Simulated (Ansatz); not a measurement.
Bulk modulus (GPa) of 28 elemental solids other than molecular ones, computed with PBE (Ansatz, a first-principles code, plane waves, PAW) and with HSE06 in Ansatz (PAW). The set holds measured phases with no doubt noted on the run or the magnetic state but for the caveats below. 1 more of the class have both values but aren't in it, for one of these reasons: built or high-temperature cells, doubts on the run or the magnetic state, unlike cells, values of zero, layered or molecular crystals. Solids without a value at one level (not run, failed, or a magnetic order lost), or held back for tests, aren't counted.

All rows, in order of the shift (worked out from unrounded values):

| solid | PBE | HSE06 | shift (%) |
|---|---|---|---|
| bcc Fe | 197 | 166 | -15.6 |
| fcc Ni | 197 | 180 | -8.8 |
| fcc Cu | 141 | 129 | -8.5 |
| bcc Ba | 8.70 | 7.98 | -8.3 |
| fcc Ag | 91.5 | 86.5 | -5.5 |
| bcc Li | 13.9 | 13.4 | -3.8 |
| bcc K | 3.58 | 3.47 | -3.1 |
| bcc Na | 7.77 | 7.53 | -3.0 |
| bcc Rb | 2.78 | 2.70 | -2.9 |
| bcc Cs | 1.96 | 1.92 | -1.9 |
| fcc Sr | 11.6 | 11.5 | -1.0 |
| fcc Ca | 17.4 | 17.3 | -0.4 |
| bcc Ta | 194 | 198 | +2.0 |
| fcc Pd | 168 | 175 | +4.2 |
| fcc Au | 139 | 146 | +5.0 |
| bcc Nb | 169 | 180 | +6.2 |
| fcc Al | 76.9 | 82.6 | +7.3 |
| fcc Pb | 39.2 | 42.2 | +7.6 |
| diamond | 433 | 470 | +8.4 |
| bcc W | 303 | 335 | +10.7 |
| diamond-structure Si | 88.7 | 98.3 | +10.9 |
| fcc Pt | 248 | 277 | +11.6 |
| bcc Mo | 259 | 293 | +13.0 |
| fcc Rh | 257 | 291 | +13.2 |
| bcc V | 182 | 207 | +13.4 |
| fcc Ir | 347 | 397 | +14.3 |
| diamond-structure Ge | 59.0 | 72.5 | +23 |
| grey tin (α-Sn) | 35.1 | 43.7 | +25 |

The shift from PBE to HSE06 has a median of +4.6 %, and eight in ten lie between -8.3 % and +13.7 %; HSE06 is the larger in 16 of 28. Each level is at its own cell, so the shift holds the change of volume too.

Ansatz's runs of these crystals have no spin polarisation, but for bcc Fe, fcc Ni. Meta-GGA and hybrid levels favour moments, which can bear on fcc Pd, bcc Fe, bcc V, fcc Pt, fcc Rh, fcc Ni.

Density-functional runs with spin start from parallel moments for bcc Fe, parallel moments for fcc Ni.

Spin–orbit coupling is left out, also for the solids with elements from indium on (bcc Ta, fcc Pt, bcc Ba, grey tin (α-Sn), bcc W, fcc Ir, bcc Cs, fcc Pb, fcc Au); its size isn't shown.

Each level is taken at its own relaxed cell. Caveats: the gap of the solid is closed in this run (PBE: diamond-structure Ge). Ansatz's density-functional and Hartree–Fock values are scalar-relativistic unless marked +SOC, with PAW data made under PBE.
